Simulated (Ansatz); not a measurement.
We consider tetradymite Bi2Te3, described by r²SCAN+SOC (plane waves, PAW; Ansatz, a program for electronic structure).

Settings: plane-wave cutoff 560 eV, 10×10×10 k mesh, Fermi–Dirac smearing 0.01 eV, PAW data made under PBE.

Cell (measured lattice):

```yaml
crystal:
  lattice:
    - [0.00000, -2.53226, -10.16567]
    - [-2.19300, 1.26613, -10.16567]
    - [2.19300, 1.26613, -10.16567]
  atoms:
    - { symbol: Bi, position: [0.40000, 0.40000, 0.40000] }
    - { symbol: Bi, position: [0.60000, 0.60000, 0.60000] }
    - { symbol: Te, position: [0.00000, 0.00000, 0.00000] }
    - { symbol: Te, position: [0.20950, 0.20950, 0.20950] }
    - { symbol: Te, position: [0.79050, 0.79050, 0.79050] }
```

Task: What does this level give for the band gap and Γ–Γ gap?

Result: 
* **band gap**: 0.13 eV
* **Γ–Γ gap**: 0.65 eV

Note: cell and atoms aren't relaxed at this level (largest force component 0.09 eV/Å, pressure 1.7 GPa).

Computed values are for the static lattice.

Computing time: roughly 40 core-minutes.
